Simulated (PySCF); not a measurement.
## Circular dichroism: SMILES CC=C=CF, C₄H₅F

Molfile (atoms numbered from 1):
```
C4H5F
     RDKit          3D

 10  9  0  0  0  0  0  0  0  0999 V2000
   -1.4390   -0.0332    0.8343 C   0  0  0  0  0  0  0  0  0  0  0  0
   -0.6282    0.1925   -0.4011 C   0  0  0  0  0  0  0  0  0  0  0  0
    0.6314   -0.1079   -0.5378 C   0  0  0  0  0  0  0  0  0  0  0  0
    1.8725   -0.4575   -0.6908 C   0  0  0  0  0  0  0  0  0  0  0  0
    2.9006    0.3630   -0.4009 F   0  0  0  0  0  0  0  0  0  0  0  0
   -1.8427    0.9144    1.2023 H   0  0  0  0  0  0  0  0  0  0  0  0
   -0.8425   -0.4895    1.6232 H   0  0  0  0  0  0  0  0  0  0  0  0
   -2.2928   -0.6814    0.6171 H   0  0  0  0  0  0  0  0  0  0  0  0
   -1.1417    0.6500   -1.2464 H   0  0  0  0  0  0  0  0  0  0  0  0
    2.2027   -1.4211   -1.0604 H   0  0  0  0  0  0  0  0  0  0  0  0
  1  2  1  0
  2  3  2  0
  3  4  2  0
  4  5  1  0
  1  6  1  0
  1  7  1  0
  1  8  1  0
  2  9  1  0
  4 10  1  0
M  END
```

The calculation used PySCF 2.14.0, TDDFT CAM-B3LYP/def2-TZVPD circular dichroism and optical rotation, one conformer, gas phase. Geometry: PBE0-D3(BJ)/def2-TZVP.

No stereocentre is labelled: unless the shape is locked (an allene, a helicene, a hindered biaryl), the mirror image is equally populated and a measured rotation or CD is zero.

Which excitations and rotatory strengths does the calculation give?

Rotatory strengths R in 10⁻⁴⁰ esu² cm², velocity form and length form (origin at the centre of mass); f in length form.
| state | E (eV) | λ (nm) | f | R (velocity) | R (length) | main |
| --- | --- | --- | --- | --- | --- | --- |
| 1 | 5.15 | 241 | 0.001 | +3.5 | +3.4 | HOMO→LUMO 0.73, HOMO→LUMO+1 0.19 |
| 2 | 6.49 | 191 | 0.001 | +10.9 | +10.6 | HOMO−1→LUMO+1 0.39, HOMO−1→LUMO+4 0.19 |
| 3 | 6.76 | 183 | 0.023 | -2.4 | -2.3 | HOMO→LUMO+1 0.53, HOMO→LUMO 0.20 |
| 4 | 7.02 | 177 | 0.111 | -5.1 | -4.6 | HOMO−1→LUMO 0.53, HOMO→LUMO+2 0.26 |
| 5 | 7.36 | 168 | 0.083 | +8.6 | +9.1 | HOMO−1→LUMO+2 0.23, HOMO−1→LUMO+1 0.18 |
| 6 | 7.58 | 164 | 0.514 | -18.8 | -20.0 | HOMO→LUMO+3 0.35, HOMO−1→LUMO+1 0.18 |
| 7 | 7.88 | 157 | 0.018 | -7.7 | -7.5 | HOMO→LUMO+3 0.44, HOMO→LUMO+2 0.28 |
| 8 | 8.00 | 155 | 0.391 | -38.1 | -38.4 | HOMO→LUMO+4 0.66, HOMO→LUMO+5 0.09 |
| 9 | 8.09 | 153 | 0.013 | +8.5 | +8.4 | HOMO−1→LUMO+3 0.59, HOMO−1→LUMO+2 0.32 |
| 10 | 8.24 | 150 | 0.041 | +15.4 | +15.4 | HOMO→LUMO+5 0.62, HOMO→LUMO+6 0.14 |
| 11 | 8.41 | 147 | 0.066 | +8.8 | +8.8 | HOMO−1→LUMO+4 0.43, HOMO−1→LUMO+2 0.28 |
| 12 | 8.72 | 142 | 0.034 | -1.0 | -1.0 | HOMO→LUMO+6 0.72, HOMO→LUMO+5 0.12 |

Among the states computed, the strongest CD band (largest |R|) is state 8. The largest dissymmetry factor in size, g = 4R/(D+G), with D and G the electric and magnetic dipole strengths, is +0.089 for state 2 (velocity form, f = 0.001), among bands with |R| over 0.5. The mirror image has the same energies and oscillator strengths and all R with the opposite sign.
